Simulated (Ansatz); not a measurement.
# CH4LiN (SMILES [Li][NH]C): one structure at several levels

An exercise on one series of results from a longer session: the logs are not shown, and one member is left open.

Program: Ansatz 0.2.0, Gaussian basis. Level of theory: single points in def2-TZVPP. These are calculated values, not measurements.

Correlated methods freeze the cores. The outer core shell of Li, Na, Mg and K is correlated.

**Where the work starts**

SMILES `[Li][NH]C`, 7 atoms, charge 0, spin multiplicity 1.

Atoms are counted from 1 here; the program's logs count them from 0.

Bond lengths: Li1–N2 1.707 Å, N2–C3 1.549 Å, N2–H4 0.772 Å, C3–H5 0.856 Å, C3–H6 1.054 Å, C3–H7 1.242 Å. Angles: Li1–N2–C3 130.0°, Li1–N2–H4 115.6°, C3–N2–H4 112.3°, N2–C3–H5 125.0°, N2–C3–H6 112.4°, N2–C3–H7 122.9°, H5–C3–H6 104.7°, H5–C3–H7 95.5°, H6–C3–H7 89.8°.

Coordinates:

```mol
CH4LiN
  3D, bonds by distance, orders not assigned

  7  6  0  0  0  0  0  0  0  0999 V2000
   -1.9793   -1.1445    0.4120 Li  0  0
   -0.4089   -0.8096   -0.1671 N   0  0
    0.4288    0.4904   -0.0774 C   0  0
    0.0255   -1.4274   -0.3287 H   0  0
    0.7370    0.9235   -0.7482 H   0  0
   -0.0310    1.2228    0.5255 H   0  0
    1.4612    0.5826    0.6071 H   0  0
  1  2  8  0
  2  3  8  0
  2  4  8  0
  3  5  8  0
  3  6  8  0
  3  7  8  0
M  END
```

Set-up of the first run:

File run/in.yaml:

```yaml
crystal:
  periodic: [false, false, false]
  atoms:
    - {symbol: Li, position_ang: [-1.979300, -1.144500, 0.412000]}
    - {symbol: N, position_ang: [-0.408900, -0.809600, -0.167100]}
    - {symbol: C, position_ang: [0.428800, 0.490400, -0.077400]}
    - {symbol: H, position_ang: [0.025500, -1.427400, -0.328700]}
    - {symbol: H, position_ang: [0.737000, 0.923500, -0.748200]}
    - {symbol: H, position_ang: [-0.031000, 1.222800, 0.525500]}
    - {symbol: H, position_ang: [1.461200, 0.582600, 0.607100]}
basis:
  gaussian: {orbitals: def2-TZVPP}
correlation: {method: ccsd_t}
output: {forces: true}
```

No record of the launch command was kept for these runs.

Among the steps run: CCSD(T)/def2-TZVPP; PBE0-D4/def2-TZVPP; wB97M-V/def2-TZVPP; r2SCAN-D4/def2-TZVPP; PBE-D4/def2-TZVPP; BHLYP-D4/def2-TZVPP; CAM-B3LYP-D4/def2-TZVPP.

One table of the session follows, with a row left open; its other results are not shown here.

| method | RMS force component (eV/Å) | angle to CCSD(T) forces (°) | dipole (D) |
| --- | --- | --- | --- |
| CCSD(T) | 9.308 | reference | 5.25 |
| PBE0-D4 | 9.334 | 0.7 | 5.17 |
| wB97M-V | 9.232 | 0.3 | 5.16 |
| r2SCAN-D4 | 9.256 | 0.3 | 5.21 |
| PBE-D4 | 9.349 | 0.9 | 4.98 |
| BHLYP-D4 | 9.163 | 1.0 | 5.25 |
| CAM-B3LYP-D4 | ? | ? | ? |

Q: Estimate the row for CAM-B3LYP-D4 from the others.

As computed: RMS force component (eV/Å): 9.223; angle to CCSD(T) forces (°): 0.5; dipole (D): 5.12. In the column «RMS force component (eV/Å)» it lies between BHLYP-D4 (9.163) and wB97M-V (9.232).
